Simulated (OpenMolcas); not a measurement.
# One shape, several levels: OH (SMILES [OH])

Wanted: a comparison of 6 runs (UHF/6-31G, UB3LYP/6-31G, UM06-2X/6-31G, UPBE0/6-31G, USVWN5/6-31G, ROCCSD(T)/6-31G) of OH. 

Program for the calculation: OpenMolcas 26.06.

2 further runs of the same task are left out: 1 that didn't finish, 1 set aside as unsound or not needed.

## (1) Starting point

OH: 2 atoms, total charge 0, spin state doublet. As SMILES, `[OH]`. The O1–H2 distance was set to 1.216 Å, away from the relaxed value.

Bond lengths: O1–H2 1.216 Å.

## (2) The energy at UHF/6-31G (run 1)

mol.inp reads:

```
* HO Hartree-Fock

&gateway
  baslib = $CurrDir
  coord
  2
  angstrom
  O        0.623787      -0.199714       0.321808
  H       -0.415880       0.133150      -0.214550
  basis = 6-31G
  group = NoSym

&seward

&scf
  uhf
  spin = 2
  thresholds = 1e-10 1e-07 1e-07 1e-05
  prorbitals = 1 1
```

The basis set 6-31G is read from a file made from the Basis Set Exchange's data (not shown).

Command:

```bash
$ export MOLCAS_MEM=1860
$ pymolcas mol.inp > mol.log
```

What it wrote:

```text
--- Start Module: gateway ---
[...]
--- Stop Module: gateway /rc=_RC_ALL_IS_WELL_ ---
--- Start Module: seward ---
[...]
      Basis functions           11
--- Stop Module: seward /rc=_RC_ALL_IS_WELL_ ---
--- Start Module: scf ---
[...]
       Convergence after  14 Iterations
[...]
::    Total SCF energy                                -75.3294896715
[...]
      Total spin, S                                     0.5223082520
[...]
      Total electronic charge=    9.000000
      Total            charge=   -0.000000
[...]
      Dipole Moment (debye):
      Origin of the operator (angstrom)=    0.5622   -0.1800    0.2900
                   X= -1.7733E+00               Y=  5.6776E-01               Z= -9.1485E-01           Total=  2.0746E+00
      Quadrupole Moment (debye*angstrom):
[...]
--- Stop Module: scf /rc=_RC_ALL_IS_WELL_ ---
[...]
```

It took 1.4 s on 1 thread of Arm Neoverse V2, shared host; peak memory 0.37 GiB.

## (3) The energy at UB3LYP/6-31G (run 2)

mol.inp, as its differences from that of step 2:

```diff
@@ -1,3 +1 @@
-* HO Hartree-Fock
-
 &gateway
@@ -13,2 +11,5 @@
 &seward
+  gridinput
+  Grid=UltraFine
+  End of Grid
 
@@ -17,2 +18,3 @@
   spin = 2
+  ksdft = B3LYP
   thresholds = 1e-10 1e-07 1e-07 1e-05
```

The basis set 6-31G is read from a file made from the Basis Set Exchange's data (not shown).

Command:

```bash
$ export MOLCAS_MEM=1860
$ pymolcas mol.inp > mol.log
```

What it wrote:

```text
--- Start Module: gateway ---
[...]
--- Stop Module: gateway /rc=_RC_ALL_IS_WELL_ ---
--- Start Module: seward ---
[...]
      Basis functions           11
--- Stop Module: seward /rc=_RC_ALL_IS_WELL_ ---
--- Start Module: scf ---
[...]
       Convergence after  11 Iterations
[...]
::    Total KS-DFT energy                             -75.6852668845
[...]
      Total spin, S                                     0.5022541516
[...]
      Total electronic charge=    9.000000
      Total            charge=   -0.000000
[...]
      Dipole Moment (debye):
      Origin of the operator (angstrom)=    0.5622   -0.1800    0.2900
                   X= -1.6187E+00               Y=  5.1825E-01               Z= -8.3508E-01           Total=  1.8937E+00
      Quadrupole Moment (debye*angstrom):
[...]
--- Stop Module: scf /rc=_RC_ALL_IS_WELL_ ---
[...]
```

It took 2.8 s on 1 thread of Arm Neoverse V2, shared host; peak memory 0.37 GiB.

Runs 3 to 5 aren't shown in full; the table further down has their settings and results.

## (4) The energy at ROCCSD(T)/6-31G (run 6)

mol.input reads:

```
* HO CCSD(T)
&GATEWAY
BASLIB=$CurrDir
COORD
2
angstrom
O        0.623787      -0.199714       0.321808
H       -0.415880       0.133150      -0.214550
BASIS=6-31G
GROUP=NoSym
&SEWARD
&SCF
UHF
SPIN=2
THRESHOLDS=1e-10 1e-07 1e-07 1e-05
PRORBITALS=1 1
&RASSCF
FILEORB=$Project.UnaOrb
SPIN=2
NACTEL=1 0 0
INACTIVE=4
RAS2=1
OUTORBITALS=Canonical
ORBLISTING=Nothing
&MOTRA
JOBIPH
FROZEN=1
&CCSDT
CCT
TRIPLES=3
ITERATIONS=80
ACCURACY=1e-08
EXTRAPOLATION=5 4
```

The basis set 6-31G is read from a file made from the Basis Set Exchange's data (not shown).

Command:

```bash
$ export MOLCAS_MEM=1860
$ pymolcas mol.input > mol.log
```

What it wrote:

```text
--- Start Module: gateway ---
[...]
--- Stop Module: gateway /rc=_RC_ALL_IS_WELL_ ---
[...]
      Basis functions           11
[...]
       Convergence after  14 Iterations
[...]
::    Total SCF energy                                -75.3294896715
[...]
      Total spin, S                                     0.5223082520
[...]
      Number of active orbitals                  1
[...]
      Spin quantum number                      0.5
[...]
      Active orbitals                            1
[...]
      Number of CSFs                             1
[...]
      Number of root(s) required                 1
[...]
      Convergence after  7 iterations
[...]
      printout of CI-coefficients larger than  0.05 for root  1
      energy=     -75.326674
      conf/sym  1     Coeff  Weight
             1  u   1.00000 1.00000
      Natural orbitals and occupation numbers for root  1
      sym 1:   1.000000
      ************************************************************************************************************************
      *                                                    Final results                                                     *
[...]
::    RASSCF root number  1 Total energy:    -75.32667368
[...]
      Total electronic charge=    9.000000
      Total            charge=   -0.000000
[...]
      Dipole Moment (debye):
      Origin of the operator (angstrom)=    0.5622   -0.1800    0.2900
                   X= -1.8456E+00               Y=  5.9089E-01               Z= -9.5212E-01           Total=  2.1591E+00
      Quadrupole Moment (debye*angstrom):
[...]
--- Start Module: motra ---
[...]
      *** WARNING: Default frozen orbitals is overwritten by user input.
      *** Default values:   1
[...]
--- Stop Module: motra /rc=_RC_ALL_IS_WELL_ ---
--- Start Module: ccsdt ---
[...]
      Convergence after                    17  Iterations
      Total energy (diff) :     -75.43957853       0.00000000
[...]
 METHOD                       : CCSD+T(CCSD)+<T3(1)WT1>+<T3(1)UT2> = CCSD(T)
[...]
       CCSD     =       -75.4395785284002
[...]
--- Stop Module: ccsdt /rc=_RC_ALL_IS_WELL_ ---
[...]
```

It took 2.4 s on 1 thread of Arm Neoverse V2, shared host; peak memory 0.37 GiB.

## (5) Overview of the runs

| run | level | integration grid | frozen core orbitals | energy (Eh) | dipole moment (D) | HOMO energy (eV) | LUMO energy (eV) | wall time |
| --- | --- | --- | --- | --- | --- | --- | --- | --- |
| 1 | UHF/6-31G | – | – | -75.329490 | 2.07 | -13.58 | 3.61 | 1.4 s |
| 2 | UB3LYP/6-31G | UltraFine | – | -75.685267 | 1.89 | -8.08 | -4.11 | 2.8 s |
| 3 | UM06-2X/6-31G | UltraFine | – | -75.647930 | 2.01 | -10.27 | -1.86 | 9.6 s |
| 4 | UPBE0/6-31G | UltraFine | – | -75.602129 | 1.95 | -8.40 | -3.48 | 2.6 s |
| 5 | USVWN5/6-31G | UltraFine | – | -75.116048 | 1.95 | -6.24 | -6.22 | 2.5 s |
| 6 | ROCCSD(T)/6-31G | – | 1 | -75.440576 | – | – | – | 2.4 s |

## (6) Summary of results

| quantity | value |
| --- | --- |
| run 6: total energy | -75.44058 Eh |
| run 6: (T) correction | -1.00 mEh |

Over runs 1, 2, 3, 4, 5 the dipole moment (its size) runs from 1.89 D (UB3LYP/6-31G) to 2.07 D (UHF/6-31G). Totals of different functionals can't be ranked against each other. All runs together took 21 s, the longest 9.6 s.
